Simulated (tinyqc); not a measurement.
Worked calculation: UHF in the sto-3g basis, for LiH+, spin multiplicity 2. One step of it, computed by the program tinyqc.

Question. Orthogonalisation. S = U s U^T; symmetric (Loewdin) form X = U s^(-1/2) U^T, so that X^T S X = 1.

overlap S, order 1Li 1s, 1Li 2s, 1Li 2px, 1Li 2py, 1Li 2pz, 2H 1s:
```
[[1.000000, 0.241137, 0.000000, 0.000000, 0.000000, 0.039135],
 [0.241137, 1.000000, 0.000000, 0.000000, 0.000000, 0.334999],
 [0.000000, 0.000000, 1.000000, 0.000000, 0.000000, 0.000000],
 [0.000000, 0.000000, 0.000000, 1.000000, 0.000000, 0.000000],
 [0.000000, 0.000000, 0.000000, 0.000000, 1.000000, 0.459978],
 [0.039135, 0.334999, 0.000000, 0.000000, 0.459978, 1.000000]]
```

Give: eigenvalues of S; X.

Answer.

eigenvalues of S: [0.420, 0.801, 1.000, 1.000, 1.178, 1.600]

X, order 1Li 1s, 1Li 2s, 1Li 2px, 1Li 2py, 1Li 2pz, 2H 1s:
```
[[1.023, -0.131, 0.000, 0.000, -0.007, 0.016],
 [-0.131, 1.081, 0.000, 0.000, 0.078, -0.217],
 [0.000, 0.000, 1.000, 0.000, 0.000, 0.000],
 [0.000, 0.000, 0.000, 1.000, 0.000, 0.000],
 [-0.007, 0.078, 0.000, 0.000, 1.105, -0.293],
 [0.016, -0.217, 0.000, 0.000, -0.293, 1.162]]
```
